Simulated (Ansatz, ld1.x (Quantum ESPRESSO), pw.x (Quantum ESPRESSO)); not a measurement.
**Equation-of-state test of one RRKJ potential (Nb)**

```
Element                 : Nb
Generator               : ld1.x (Quantum ESPRESSO) 7.5
Type                    : norm-conserving RRKJ (Kleinman–Bylander form)
Functional              : PBEsol
Relativity              : scalar-relativistic
Frozen core             : [Kr]
Valence charge          : 5
Reference configuration : 4d4 5s1 5p0
Partial waves           : 5p (bound, empty): rc 3.50 bohr; 4d (bound): rc 1.55 bohr; 5s (bound): rc 2.90 bohr
Local potential         : the s channel
Core correction         : none
```

Atomic tests: cutoffs needed: 35 Ry and 70 Ry (the cutoffs (Ry, on a coarse ladder) from which the occupation-weighted sum of valence levels, in a spherical-Bessel basis at the reference potential, stays within 10 and 1 mRy of its value at 400 Ry); ghost test: no extra level below or beside the all-electron valence levels (p, d, s, f tested) (spherical-Bessel basis up to 400 Ry, 20 bohr box); largest excitation error: -178 meV (all-electron minus pseudo) for 4d2 5s0 5p0, out of 7 test configurations.

Crystal test: sc Nb in pw.x 7.5, no spin, 12³ k-points, Fermi–Dirac smearing 0.01 Ry, cutoffs 85/340 Ry. The reference is all-electron LAPW (Ansatz 0.2.0) with the same functional, mesh and smearing; V0 and B0 come from Birch–Murnaghan fits to the pressures at five volumes. Errors are pseudo minus all-electron; Δ is the rms difference of the E(V) curves that follow from these fits, minima aligned, over ±6 % about the mean V0. Mesh and smearing are coarse, so the numbers serve the comparison and aren't converged zero-temperature values; the lattice is a test structure that the element need not adopt.

```json
{"V (Å³/atom)": "18.214", "P all-electron (GPa)": "10.06", "P pseudo (GPa)": "20.03"}
{"V (Å³/atom)": "18.694", "P all-electron (GPa)": "5.59", "P pseudo (GPa)": "14.98"}
{"V (Å³/atom)": "19.173", "P all-electron (GPa)": "1.63", "P pseudo (GPa)": "10.47"}
{"V (Å³/atom)": "19.652", "P all-electron (GPa)": "-1.87", "P pseudo (GPa)": "6.47"}
{"V (Å³/atom)": "20.132", "P all-electron (GPa)": "-4.97", "P pseudo (GPa)": "2.89"}
```

All-electron: a0 = 2.687 Å (V0 = 19.39 Å³/atom), B0 = 142.4 GPa.

Pseudopotential: mean pressure error (GPa): +8.88. The pressure does not cross zero within the volumes sampled, so no fit is given. The largest radius (3.50 bohr) exceeds half the bond length (2.53 bohr), so the spheres overlap, which is one possible source of error among others. This is a poor potential for the solid.

At the middle volume, how do free energy and pressure move when the wave cutoff is lowered (ecutrho kept at four times it)?

```
cutoff (Ry)  shift of F (meV/atom)  shift of P (GPa)
         38                  +44.7             -0.64
         51                  +34.7             -0.36
         68                   +5.0             -0.33
```

Input at the middle volume:

```
&control
  calculation='scf', prefix='x', pseudo_dir='./', outdir='./tmp', tstress=.true., disk_io='none'
/
&system
  ibrav=0, nat=1, ntyp=1, ecutwfc=85, ecutrho=340, nbnd=9,
  occupations='smearing', smearing='fd', degauss=0.01
/
&electrons
  conv_thr=1e-09, mixing_beta=0.4, electron_maxstep=70
/
ATOMIC_SPECIES
Nb 1.0 Nb.UPF
CELL_PARAMETERS angstrom
  2.67647602 0.00000000 0.00000000
  0.00000000 2.67647602 0.00000000
  0.00000000 0.00000000 2.67647602
ATOMIC_POSITIONS crystal
Nb 0.0000 0.0000 0.0000
K_POINTS automatic
12 12 12 0 0 0
```

```bash
pw.x < Nb.scf.in > Nb.scf.out
```

Lines of the output:

```
Message from routine setup:
     using ibrav=0 with symmetry is DISCOURAGED, use correct ibrav instead
     lattice parameter (alat)  =       5.0578  a.u.
     unit-cell volume          =     129.3858 (a.u.)^3
     number of electrons       =         5.00
     number of Kohn-Sham states=            9
     kinetic-energy cutoff     =      85.0000  Ry
     charge density cutoff     =     340.0000  Ry
     scf convergence threshold =      1.0E-09
     Exchange-correlation= PBESOL
     number of k points=    84  Fermi-Dirac smearing, width (Ry)=  0.0100
     iteration #  1     ecut=    85.00 Ry     beta= 0.40
     total energy              =     -10.30767110 Ry
     estimated scf accuracy    <       0.04786519 Ry
     iteration #  2     ecut=    85.00 Ry     beta= 0.40
     total energy              =     -10.30793646 Ry
     estimated scf accuracy    <       0.00893712 Ry
     iteration #  3     ecut=    85.00 Ry     beta= 0.40
     total energy              =     -10.30921633 Ry
     estimated scf accuracy    <       0.00048129 Ry
     iteration #  4     ecut=    85.00 Ry     beta= 0.40
     total energy              =     -10.30926281 Ry
     estimated scf accuracy    <       0.00000605 Ry
     iteration #  5     ecut=    85.00 Ry     beta= 0.40
     total energy              =     -10.30926471 Ry
     estimated scf accuracy    <       0.00000145 Ry
     iteration #  6     ecut=    85.00 Ry     beta= 0.40
     total energy              =     -10.30926491 Ry
     estimated scf accuracy    <          8.0E-09 Ry
     iteration #  7     ecut=    85.00 Ry     beta= 0.40
     the Fermi energy is    10.3241 ev
!    total energy              =     -10.30926492 Ry
     estimated scf accuracy    <          7.7E-10 Ry
     smearing contrib. (-TS)   =      -0.00404392 Ry
     The total energy is F=E-TS. E is the sum of the following terms:
     one-electron contribution =       6.51305181 Ry
     hartree contribution      =       0.30505476 Ry
     xc contribution           =      -3.09898029 Ry
     ewald contribution        =     -14.02434727 Ry
     convergence has been achieved in   7 iterations
          total   stress  (Ry/bohr**3)                   (kbar)     P=      104.75
     Message from routine punch:
     Nothing written, as per user request (disk_io='none')
```

The run at the middle volume (84 k-points, 7 iterations) took about 17 s on one core of a shared host (Neoverse-N1, 64 threads, 498 GiB, load 39).
